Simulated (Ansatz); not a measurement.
Run this with Ansatz's Python interface and show what comes out.

Input file `b2h4o.xyz`:
```text
7

B    -1.00320    0.10660   -0.48280
O    -0.45670   -0.51900    0.65990
B     0.94590   -0.22850    0.56000
H    -1.11980   -0.42490   -1.51460
H    -1.46190    1.24790   -0.41170
H     1.43000    0.72700    1.12760
H     1.72700   -0.97730    0.01600
```

Script `b2h4o.py`:
```python
# -*- coding: utf-8 -*-
'''Proton affinity of B2H4O at one site.'''

import warnings

import ansatz as az
import numpy as np

warnings.simplefilter('ignore', az.DeckWarning)

geometry = az.Crystal.molecule_from_extxyz('b2h4o.xyz')

job = (
    geometry.calculation()
    .basis(gaussian='6-31G*')  # the orbital basis, by name
    .functional('r2scan')
    .accuracy('medium')  # preset for grids and thresholds
)
symbols = [site.symbol for site in geometry.cartesian_sites]
start = np.array([site.position_ang for site in geometry.cartesian_sites], dtype=float)
rep = job.relax(force_tolerance=0.01).run().report
end = np.array(rep['positions_ang'])

# put the proton on the side away from the neighbours, slightly off axis
away = sum((end[1] - end[j]) / np.linalg.norm(end[1] - end[j]) for j in [0, 2]) + np.array([0.15, 0.1, -0.2])
proton = end[1] + 1.0 * away / np.linalg.norm(away)
acid = az.Crystal.molecule()
for symbol, place in zip(symbols, end):
    acid = acid.atom(symbol, place.tolist())
acid = acid.atom('H', proton.tolist())
protonated = (
    acid.calculation()
    .basis(gaussian='6-31G*')  # the orbital basis, by name
    .functional('r2scan')
    .accuracy('medium')  # preset for grids and thresholds
    .charge(1)  # electrons removed from the neutral system
    .relax(force_tolerance=0.01, max_steps=80)  # relax until the tolerances are met
)
after = protonated.run().report
xyz = np.array(after['positions_ang'])
reach = np.linalg.norm(xyz[:-1] - xyz[-1], axis=1)
print(f'base {rep["free_energy_ev"]:.5f} eV, protonated {after["free_energy_ev"]:.5f} eV')
print(f'the proton ends {reach.min():.3f} A from {symbols[reach.argmin()]}{reach.argmin()}')
print(f'electronic proton affinity {(rep["free_energy_ev"] - after["free_energy_ev"]):.3f} eV')
```

Output of `python b2h4o.py`:
```text
base -3463.70851 eV, protonated -3471.12527 eV
the proton ends 0.984 A from O1
electronic proton affinity 7.417 eV
```

Notes:
- The settings weren't tested for convergence.
- The proton is put on one chosen atom, which needn't be the most basic site, so the molecule's proton affinity can be higher; the ends are stationary points, not checked by frequencies, and zero-point and thermal terms count only where printed.
- It ran for 43 s on 1 thread of Arm Neoverse V1, with other jobs on the host, peak memory 0.19 GiB.

(A comment or docstring line of the script was reworded after the run, the code is as it ran.)
